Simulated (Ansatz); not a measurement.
**MgNH2 radical (SMILES [NH2][Mg]): a rigid scan of the angle H4–N1–H3**

Aim: the energy along the angle H4–N1–H3, from CCSD(T) and from cheaper methods, relative to the minimum. No other atom is relaxed.

Method: single points in def2-TZVPP; program: Ansatz 0.2.0, Gaussian basis.

Levels: PBE-D4, r2SCAN-D4, PBE0-D4, B3LYP-D4, wB97M-V, Hartree-Fock, MP2, CCSD, CCSD(T). The scan takes 83.4, 89.4, 95.4, 101.4, 107.4, 113.4, 119.4, 125.4, 131.4°.

Cores are frozen in the correlated methods. The outer core shell of Li, Na, Mg and K is correlated. Orbitals are unrestricted. B3LYP uses VWN-RPA correlation.

18 further runs of the same task are left out: 18 set aside as unsound or not needed.

### Step 1. Where the work starts

SMILES `[NH2][Mg]`, 4 atoms, charge 0, spin multiplicity 2.

Atoms are counted from 1 here; the program's logs count them from 0.

Bond lengths: N1–Mg2 2.022 Å, N1–H3 1.051 Å, N1–H4 1.076 Å. Angles: Mg2–N1–H3 112.7°, Mg2–N1–H4 105.9°, H3–N1–H4 108.1°.

Geometry (Å):

```xyz
4

N    -0.32820    0.21930    0.05920
Mg    1.50920   -0.15700    0.81450
H    -0.95340   -0.62490    0.07310
H    -0.17200    0.50230   -0.96720
```

### Step 2. A first relaxation in a small basis

Input file pre/in.yaml:

```yaml
crystal:
  periodic: [false, false, false]
  atoms:
    - {symbol: N, position_ang: [-0.328200, 0.219300, 0.059200]}
    - {symbol: Mg, position_ang: [1.509200, -0.157000, 0.814500]}
    - {symbol: H, position_ang: [-0.953400, -0.624900, 0.073100]}
    - {symbol: H, position_ang: [-0.172000, 0.502300, -0.967200]}
basis:
  gaussian: {orbitals: def2-SVP}
magnetization: {spin_polarized: true, initial_magnetization: 1}
hamiltonian: {xc: pbe, dispersion: d4}
relax: {f_tol: 0.03, max_steps: 250}
```

The command line of these runs was not kept.

The runs that follow: Relaxation at PBE0-D4; Reference energies at the minimum; H4–N1–H3 = 83.4°; H4–N1–H3 = 89.4°; H4–N1–H3 = 95.4°; H4–N1–H3 = 101.4°; H4–N1–H3 = 107.4°; H4–N1–H3 = 113.4°; H4–N1–H3 = 119.4°; H4–N1–H3 = 125.4°; H4–N1–H3 = 131.4°.

Before running it: what results should come out? Wanted: highest point, CCSD(T); lowest point, CCSD(T); minimum along the scan, CCSD(T); RMS deviation from CCSD(T); largest T1 diagnostic.

The runs gave:

```
                       quantity                                                                                                                      value
         highest point, CCSD(T)                                                                                                        0.403 eV at 131.4 °
          lowest point, CCSD(T)                                                                                                        0.000 eV at 107.4 °
minimum along the scan, CCSD(T)                                                                                                                    106.5 °
                curvature there                                                                                                              1.42 meV/deg²
     RMS deviation from CCSD(T)  PBE-D4 0.023, r2SCAN-D4 0.005, PBE0-D4 0.013, B3LYP-D4 0.016, wB97M-V 0.014, Hartree-Fock 0.028, MP2 0.003, CCSD 0.004 eV
          largest T1 diagnostic                                                                                                                      0.012
```

In words: A polynomial through the near points puts the CCSD(T) minimum 0.9° below the PBE0-D4 value. Curvature against CCSD(T): PBE-D4 -7 %, Hartree-Fock +12 %. The curve of MP2 lies nearest to CCSD(T), that of Hartree-Fock farthest.
